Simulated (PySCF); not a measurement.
## Core-level binding energies of 1,4-butanediol

Species: 1,4-butanediol, C4H10O2.
Geometry (PBE0-D3(BJ)/def2-SVP, Å), atoms numbered from 1 in this order:
```
atom  x, y, z in Å
O1     1.9390   -0.9510   -0.2100
C2     1.2980    0.0799   -0.9207
C3     0.5531    0.9641    0.0587
C4    -0.3966    0.1979    0.9751
C5    -1.3638   -0.7133    0.2364
O6    -2.0609   -0.0699   -0.8017
H7     2.3573   -1.5414   -0.8428
H8     0.5766   -0.3234   -1.6585
H9     2.0240    0.6979   -1.4864
H10   -0.0083    1.7090   -0.5283
H11    1.2777    1.5216    0.6749
H12   -0.9602    0.9185    1.5955
H13    0.1876   -0.4223    1.6739
H14   -2.0560   -1.1864    0.9616
H15   -0.8013   -1.5342   -0.2351
H16   -2.5662    0.6530   -0.4153
```

Theory: PySCF 2.14.0, delta-SCF UKS SCAN, pcX-2 on the ionised atom, pcseg-1 elsewhere, spin-free X2C. Binding energies are ΔSCF values: E(core-ionised, relaxed orbitals) − E(ground state) at a fixed geometry, referred to the vacuum level.

Question: Give the core binding energies atom by atom.

Answer: 
```tsv
atom(s)	bonded to	level	binding energy (eV)	above the level's lowest (eV)	count
C3/C4	2 C and 2 H	C 1s	290.47	0.00	2
C2/C5	O, C and 2 H	C 1s	291.96	+1.49	2
O1/O6	C and H	O 1s	538.69	0.00	2
```

The listed C 1s values span 1.49 eV, from C3/C4 (bonded to 2 C and 2 H) to C2/C5 (bonded to O, C and 2 H). Summing the Pauling electronegativity differences to the bonded atoms, each weighted by its formal bond order, gives -0.70 for the lowest site and +0.19 for the highest.

Question: Which photon wavelength matches the C 1s of C2/C5 threshold?

Answer: λ = hc/E = 12398.42 eV Å / 291.96 eV = 42.466 Å.

Topologically equivalent atoms share the value of their first member; where this conformer doesn't relate them by symmetry, their own values could differ. One conformer (not necessarily the lowest) at the PBE0-D3(BJ)/def2-SVP geometry, without solvent, vibrations or thermal averaging.

The run took 29 s of wall time on an x86-64 server with one thread (shared host).
